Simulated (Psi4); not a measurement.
# SiH2Cl (chlorosilyl radical): a chain of runs, part 2 of 2

Psi4 1.11. Earlier steps stand in the parts before.

### Step 5. The excited states at TDA-CAM-B3LYP/def2-SVP (density fitting, save jk yes) (run 4)

File calc.py:

```python
import psi4

psi4.set_memory('1600 MB')
psi4.set_num_threads(1)
psi4.core.set_output_file('psi4.out', False)

m = psi4.geometry("""
0 2
Si    -0.58004199     0.46170734     0.23527279
Cl     3.05531865    -0.11281476     1.54833765
H     -2.04523169    -1.92783623     0.51610499
H     -0.46572300     1.24959274    -2.46689762
units bohr
symmetry c1
""")

psi4.set_options(dict(basis='def2-SVP', reference='uks', save_jk=True))

from psi4.driver.procrouting.response.scf_response import tdscf_excitations
energy_value, wavefunction = psi4.energy("cam-b3lyp", return_wfn=True)
states = tdscf_excitations(wavefunction, states=4, tda=True)
for k, s in enumerate(states, 1):
    print(f"root {k}: {s['EXCITATION ENERGY'] * 27.211386:.4f} eV  f = {s['OSCILLATOR STRENGTH (LEN)']:.4f}  {s['SYMMETRY']}")
print(f'total energy {energy_value:.8f} hartree = {energy_value * 27.211386:.5f} eV')
```

Launch:

```sh
python calc.py
```

psi4.out:

```text
=> Loading Basis Set <=

    Name: DEF2-SVP
    Role: ORBITAL
    Keyword: BASIS

         ---------------------------------------------------------
                                   SCF
                              UKS Reference
                        1 Threads,   1525 MiB Core
         ---------------------------------------------------------

  ==> Geometry <==

    Molecular point group: c1
    Full point group: C1

    Geometry (in Bohr), charge = 0, multiplicity = 2:

       Center              X                  Y                   Z               Mass
    ------------   -----------------  -----------------  -----------------  -----------------
         SI          -1.935963397681     0.334114721835    -0.669260003557    27.976926534650
         CL           1.699397242319    -0.240407378165     0.643804856443    34.968852682000
         H           -3.401153097681    -2.055428848165    -0.388427803557     1.007825032230
         H           -1.821644407681     1.122000121835    -3.371430413557     1.007825032230

  Running in c1 symmetry.

  Rotational constants: A =      4.31744  B =      0.23214  C =      0.22544 [cm^-1]
  Rotational constants: A = 129433.51846  B =   6959.45796  C =   6758.41733 [MHz]
  Nuclear repulsion =   77.229845592909967

  Charge       = 0
  Multiplicity = 2
  Electrons    = 33
  Nalpha       = 17
  Nbeta        = 16

  ==> Algorithm <==

  SCF Algorithm Type is DF.
  DIIS enabled.
  MOM disabled.
  Fractional occupation disabled.
  Guess Type is SAD.
  Energy threshold   = 1.00e-06
  Density threshold  = 1.00e-06
  Integral threshold = 1.00e-12

  ==> Primary Basis <==

  Basis Set: DEF2-SVP
    Blend: DEF2-SVP
    Number of shells: 22
    Number of basis functions: 46
    Number of Cartesian functions: 48
    Spherical Harmonics?: true
    Max angular momentum: 2

  ==> DFT Potential <==

   => LibXC <=

    Version 7.1.2

   => Composite Functional: CAM-B3LYP <=

    CAM-B3LYP Hyb-GGA Exchange-Correlation Functional

    Deriv               =              1
    GGA                 =           TRUE
    Meta                =          FALSE

    Exchange Hybrid     =           TRUE
    MP2 Hybrid          =          FALSE

   => Exchange Functionals <=

    0.3500         Becke 88 [omega = 0.3300]
    0.4600   Short-range recipe for B88 functional - erf [omega = 0.3300]

   => Exact (HF) Exchange <=

    0.4600            HF,LR [omega = 0.3300]
    0.1900               HF

   => Correlation Functionals <=

    0.1900   Vosko, Wilk & Nusair (VWN5)
    0.8100   Lee, Yang & Parr

   => LibXC Density Thresholds  <==

    XC_HYB_GGA_XC_CAM_B3LYP:  1.00E-14

   => Molecular Quadrature <=

    Radial Scheme          =       TREUTLER
    Pruning Scheme         =           NONE
    Nuclear Scheme         =       TREUTLER

    Blocking Scheme        =         OCTREE
    BS radius alpha        =              1
    Pruning alpha          =              1
    Radial Points          =             75
    Spherical Points       =            302
    Total Points           =          86053
    Total Blocks           =            703
    Max Points             =            256
    Max Functions          =             45
    Weights Tolerance      =       1.00E-15

   => Loading Basis Set <=

    Name: (DEF2-SVP AUX)
    Role: JKFIT
    Keyword: DF_BASIS_SCF

  ==> Integral Setup <==

  DFHelper Memory: AOs need 0.015 GiB; user supplied 1.020 GiB.
  SCF_SUBTYPE=INCORE selected. In-core MEM_DF algorithm will be used.
  Using in-core AOs.

  ==> MemDFJK: Density-Fitted J/K Matrices <==

    J tasked:                   Yes
    K tasked:                   Yes
    wK tasked:                  Yes
    Omega:                3.300E-01
    Memory [MiB]:              1044
    Algorithm:                 Core
    Schwarz Cutoff:           1E-12
    Mask sparsity (%):       0.4726
    Fitting Condition:        1E-10

   => Auxiliary Basis Set <=

  Basis Set: (DEF2-SVP AUX)
    Blend: DEF2-UNIVERSAL-JKFIT
    Number of shells: 88
    Number of basis functions: 292
    Number of Cartesian functions: 350
    Spherical Harmonics?: true
    Max angular momentum: 4

  Cached 100.0% of DFT collocation blocks in 0.098 [GiB].

  Minimum eigenvalue in the overlap matrix is 1.9946323440E-02.
  Reciprocal condition number of the overlap matrix is 5.4399510061E-03.
    Using symmetric orthogonalization.

  ==> Pre-Iterations <==

  SCF Guess: Superposition of Atomic Densities via on-the-fly atomic UHF (no occupation information).

   -------------------------
    Irrep   Nso     Nmo
   -------------------------
     A         46      46
   -------------------------
    Total      46      46
   -------------------------

  ==> Iterations <==

                           Total Energy        Delta E     RMS |[F,P]|

   @DF-UKS iter SAD:  -750.32292839156082   -7.50323e+02   0.00000e+00
   @DF-UKS iter   1:  -750.64316794497279   -3.20240e-01   3.30729e-03 ADIIS/DIIS
   @DF-UKS iter   2:  -750.65352189853400   -1.03540e-02   1.68529e-03 ADIIS/DIIS
   @DF-UKS iter   3:  -750.65641771025014   -2.89581e-03   3.80694e-04 ADIIS/DIIS
   @DF-UKS iter   4:  -750.65663056816641   -2.12858e-04   8.27706e-05 DIIS
   @DF-UKS iter   5:  -750.65665368755037   -2.31194e-05   2.90696e-05 DIIS
   @DF-UKS iter   6:  -750.65665598847124   -2.30092e-06   8.44683e-06 DIIS
   @DF-UKS iter   7:  -750.65665641989585   -4.31425e-07   2.03035e-06 DIIS
   @DF-UKS iter   8:  -750.65665644135436   -2.14585e-08   5.19669e-07 DIIS
  Energy and wave function converged.

  ==> Post-Iterations <==

   Electrons on quadrature grid:
      Nalpha   =   16.9999995476 ; deviation = -4.524e-07
      Nbeta    =   16.0000002689 ; deviation = 2.689e-07
      Ntotal   =   32.9999998165 ; deviation = -1.835e-07

   @Spin Contamination Metric:   1.440234798E-03
   @S^2 Expected:                7.500000000E-01
   @S^2 Observed:                7.514402348E-01
   @S   Expected:                5.000000000E-01
   @S   Observed:                5.000000000E-01

    Orbital Energies [Eh]
    ---------------------

    Alpha Occupied:

       1A   -101.570196     2A    -66.230241     3A     -9.526388
       4A     -7.294084     5A     -7.288317     6A     -7.287076
       7A     -5.400563     8A     -3.765461     9A     -3.762751
      10A     -3.759611    11A     -0.907876    12A     -0.615653
      13A     -0.456501    14A     -0.453013    15A     -0.411082
      16A     -0.378378    17A     -0.281500

    Alpha Virtual:

      18A      0.051171    19A      0.097927    20A      0.104640
      21A      0.197789    22A      0.349463    23A      0.359513
      24A      0.408547    25A      0.441516    26A      0.444401
      27A      0.527623    28A      0.557782    29A      0.577160
      30A      0.676587    31A      0.743389    32A      0.825592
      33A      0.851904    34A      0.869510    35A      0.884850
      36A      0.963184    37A      1.018991    38A      1.032685
      39A      1.032695    40A      1.376778    41A      1.500316
      42A      1.632004    43A      1.642147    44A      1.751931
      45A      2.067787    46A      2.227044

    Beta Occupied:

       1A   -101.569396     2A    -66.226892     3A     -9.525606
       4A     -7.293076     5A     -7.286613     6A     -7.286370
       7A     -5.396284     8A     -3.760713     9A     -3.757095
      10A     -3.755122    11A     -0.902842    12A     -0.593476
      13A     -0.447790    14A     -0.445300    15A     -0.395723
      16A     -0.374261

    Beta Virtual:

      17A     -0.066437    18A      0.064909    19A      0.113378
      20A      0.118338    21A      0.205782    22A      0.352470
      23A      0.363717    24A      0.437622    25A      0.455984
      26A      0.476708    27A      0.551142    28A      0.577780
      29A      0.588222    30A      0.687641    31A      0.753700
      32A      0.832535    33A      0.859020    34A      0.871078
      35A      0.893509    36A      0.975036    37A      1.024560
      38A      1.034497    39A      1.042051    40A      1.381593
      41A      1.509890    42A      1.642455    43A      1.650336
      44A      1.761001    45A      2.076910    46A      2.236303

    Final Occupation by Irrep:
              A
    DOCC [    16 ]
    SOCC [     1 ]
    NA   [    17 ]
    NB   [    16 ]

  @DF-UKS Final Energy:  -750.65665644135436

   => Energetics <=

    Nuclear Repulsion Energy =             77.2298455929099674
    One-Electron Energy =               -1191.0707314626479274
    Two-Electron Energy =                 401.2151985201627440
    DFT Exchange-Correlation Energy =     -38.0309690917790491
    Empirical Dispersion Energy =           0.0000000000000000
    VV10 Nonlocal Energy =                  0.0000000000000000
    Total Energy =                       -750.6566564413543574

  UHF NO Occupations:
  HONO-2 :   15  A 1.9999017
  HONO-1 :   16  A 1.9994505
  HONO-0 :   17  A 1.0000000
  LUNO+0 :   18  A 0.0005495
  LUNO+1 :   19  A 0.0000983
  LUNO+2 :   20  A 0.0000339
  LUNO+3 :   21  A 0.0000219

Computation Completed

Properties will be evaluated at   0.000000,   0.000000,   0.000000 [a0]

Properties computed using the SCF density matrix

 Multipole Moments:

 ------------------------------------------------------------------------------------
     Multipole            Electronic (a.u.)      Nuclear  (a.u.)        Total (a.u.)
 ------------------------------------------------------------------------------------

 L = 1.  Multiply by 2.5417464519 to convert [e a0] to [Debye]
 Dipole X            :          2.9736883           -3.4365320           -0.4628437
 Dipole Y            :          0.4156068           -0.3427480            0.0728588
 Dipole Z            :          2.0173224           -2.1848157           -0.1674933
 Magnitude           :                                                    0.4975808

 ------------------------------------------------------------------------------------

	total time  =          2 seconds =       0.03 minutes

******************************************************************************************
**********                               WARNING                                **********
**********       The names of excited state variables changed between 1.5       **********
**********     and 1.6. For a quick solution, remove the symmetry specifier     **********
**********   from the variable name. For full details, see 'Notes on Psivars'   **********
**********                        in the documentation.                         **********
******************************************************************************************

         ---------------------------------------------------------
                         TDSCF excitation energies
         ---------------------------------------------------------

  ==> Options <==

     Residual threshold  : 1.0000e-04
     Initial guess       : denominators
     Reference           : UHF
     Solver type         : TDA (Davidson)

  ==> Requested Excitations <==

      4 singlet states with A symmetry

  ==> Seeking the lowest 4 singlet states with A symmetry

                         Generalized Davidson Solver

  ==> Options <==

    Max number of iterations        = 60
    Eigenvector tolerance           = 1.0000e-04
    Max number of expansion vectors = 800

  => Iterations <=
                           Max[D[value]]     Max[|R|]   # vectors
  DavidsonSolver iter   1:   2.28660e-01  7.52343e-02     16
  DavidsonSolver iter   2:   8.19970e-03  1.99189e-02     20
  DavidsonSolver iter   3:   5.93707e-04  4.46599e-03     24
  DavidsonSolver iter   4:   2.75004e-05  1.24517e-03     28
  DavidsonSolver iter   5:   1.75370e-06  3.21855e-04     32
  DavidsonSolver iter   6:   1.60001e-07  9.93934e-05     35      Converged

******************************************************************************************
**********                               WARNING                                **********
**********  Length-gauge rotatory strengths are **NOT** gauge-origin invariant  **********
******************************************************************************************

                                    Excitation Energy         Total Energy        Oscillator Strength             Rotatory Strength
     #   Sym: GS->ES (Trans)        au              eV              au          au (length)    au (velocity)    au (length)    au (velocity)
    ---- -------------------- --------------- --------------- --------------- --------------- --------------- --------------- ---------------
     1        A->A (1 A)       0.16431         4.47118        -750.49234       0.0033          0.0009          0.0000         -0.0000
     2        A->A (1 A)       0.17692         4.81412        -750.47974       0.0232          0.0213          0.0000          0.0000
     3        A->A (1 A)       0.19780         5.38253        -750.45885       0.0397          0.0058         -0.0000         -0.0000
     4        A->A (1 A)       0.22414         6.09916        -750.43252       0.0085          0.0028         -0.0000          0.0000

Contributing excitations
Only contributions with abs(coeff) > 1.00e-01 will be printed:

Excited State    1 (1 A):   0.16431 au   277.30 nm f = 0.0033
Alpha orbitals:
  Sums of squares: Xssq =  5.255112e-03
Beta orbitals:
  Sums of squares: Xssq =  9.947449e-01
     14a (b) ->  17a (b)    0.125896 ( 1.585%)
     16a (b) ->  17a (b)    0.984994 (97.021%)

Excited State    2 (1 A):   0.17692 au   257.54 nm f = 0.0232
Alpha orbitals:
  Sums of squares: Xssq =  9.754796e-01
     17a (a) ->  18a (a)    0.984423 (96.909%)
Beta orbitals:
  Sums of squares: Xssq =  2.452043e-02
     15a (b) ->  17a (b)    0.139486 ( 1.946%)

Excited State    3 (1 A):   0.19780 au   230.35 nm f = 0.0397
Alpha orbitals:
  Sums of squares: Xssq =  3.517418e-02
     17a (a) ->  18a (a)   -0.133724 ( 1.788%)
Beta orbitals:
  Sums of squares: Xssq =  9.648258e-01
     15a (b) ->  17a (b)    0.967146 (93.537%)
     15a (b) ->  18a (b)    0.112132 ( 1.257%)

Excited State    4 (1 A):   0.22414 au   203.28 nm f = 0.0085
Alpha orbitals:
  Sums of squares: Xssq =  5.579821e-02
     17a (a) ->  19a (a)   -0.203912 ( 4.158%)
Beta orbitals:
  Sums of squares: Xssq =  9.442018e-01
     14a (b) ->  17a (b)    0.950579 (90.360%)
     16a (b) ->  17a (b)   -0.116664 ( 1.361%)
     16a (b) ->  18a (b)   -0.144577 ( 2.090%)

******************************************************************************************
**********                               WARNING                                **********
**********       The names of excited state variables changed between 1.5       **********
**********     and 1.6. For a quick solution, remove the symmetry specifier     **********
**********   from the variable name. For full details, see 'Notes on Psivars'   **********
**********                        in the documentation.                         **********
******************************************************************************************
```

The script printed:

```text
root 1: 4.4712 eV  f = 0.0033  A
root 2: 4.8141 eV  f = 0.0232  A
root 3: 5.3825 eV  f = 0.0397  A
root 4: 6.0992 eV  f = 0.0085  A
total energy -750.65665644 hartree = -20426.40803 eV
```

Wall time 7.2 s (1 thread of Intel Xeon 6975P-C (Granite Rapids), shared host); peak memory 0.32 GiB.

The roots found:

```csv
excited state,energy (eV),strength,label
1,4.471,0.0033,A 1
2,4.814,0.0232,A 1
3,5.383,0.0397,A 1
4,6.099,0.0085,A 1
```

### Step 6. Results

This closing draws on all 2 parts.

| quantity | value |
| --- | --- |
| run 1, UCAM-B3LYP-D3(BJ)/def2-SVP: total energy at the end | -750.65885 Eh |
| run 1, UCAM-B3LYP-D3(BJ)/def2-SVP: dipole moment | 1.26 D |
| run 1, UCAM-B3LYP-D3(BJ)/def2-SVP: HOMO energy (highest over α and β) | -7.66 eV |
| run 1, UCAM-B3LYP-D3(BJ)/def2-SVP: LUMO energy (lowest over α and β) | -1.81 eV |
| run 1, UCAM-B3LYP-D3(BJ)/def2-SVP: dispersion energy | -5.76 kJ/mol |
| run 1, UCAM-B3LYP-D3(BJ)/def2-SVP: ⟨S²⟩ | 0.751 |
| run 2, UCAM-B3LYP-D3(BJ)/def2-SVP: lowest harmonic wavenumber | 559 cm⁻¹ |
| run 2, UCAM-B3LYP-D3(BJ)/def2-SVP: highest harmonic wavenumber | 2242 cm⁻¹ |
| run 2, UCAM-B3LYP-D3(BJ)/def2-SVP: zero-point energy | 43.9 kJ/mol |
| run 2, UCAM-B3LYP-D3(BJ)/def2-SVP: ideal-gas entropy at 400 K (symmetry number 1 as used) | 66.1 cal/(mol K) |
| run 3, UCCSD(T)/def2-TZVP: total energy | -749.95753 Eh |
| run 3, UCCSD(T)/def2-TZVP: HOMO energy (Hartree–Fock orbitals) (highest over α and β) | -9.52 eV |
| run 3, UCCSD(T)/def2-TZVP: LUMO energy (Hartree–Fock orbitals) (lowest over α and β) | 0.93 eV |
| run 3, UCCSD(T)/def2-TZVP: correlation energy (10 core orbitals frozen) | -332.0 mEh |
| run 3, UCCSD(T)/def2-TZVP: (T) correction | -12.32 mEh |
| run 3, UCCSD(T)/def2-TZVP: ⟨S²⟩ of the reference determinant | 0.754 |
| run 3, UCCSD(T)/def2-TZVP: T1 diagnostic | 0.019 |
| run 4, TDA-CAM-B3LYP/def2-SVP: ground-state or mean-field energy | -750.65666 Eh |
| run 4, TDA-CAM-B3LYP/def2-SVP: dipole moment (CAM-B3LYP Kohn–Sham density) | 1.26 D |
| run 4, TDA-CAM-B3LYP/def2-SVP: HOMO energy (CAM-B3LYP Kohn–Sham orbitals) (highest over α and β) | -7.66 eV |
| run 4, TDA-CAM-B3LYP/def2-SVP: LUMO energy (CAM-B3LYP Kohn–Sham orbitals) (lowest over α and β) | -1.81 eV |
| run 4, TDA-CAM-B3LYP/def2-SVP: ⟨S²⟩ of the reference determinant | 0.751 |
| run 4, TDA-CAM-B3LYP/def2-SVP: lowest excitation energy | 4.47 eV |

What this shows: The optimisation (run 1, UCAM-B3LYP-D3(BJ)/def2-SVP) took 4 steps and changed the energy by -0.062 eV. All 6 modes (run 2, UCAM-B3LYP-D3(BJ)/def2-SVP) are real, so the shape is a minimum at this level. The triples (run 3, UCCSD(T)/def2-TZVP) make up 3.7 % of the correlation energy. The brightest of the 4 transitions from the ground state lies at 5.38 eV (230 nm, f = 0.040); the lowest, at 4.47 eV, has f = 0.003.
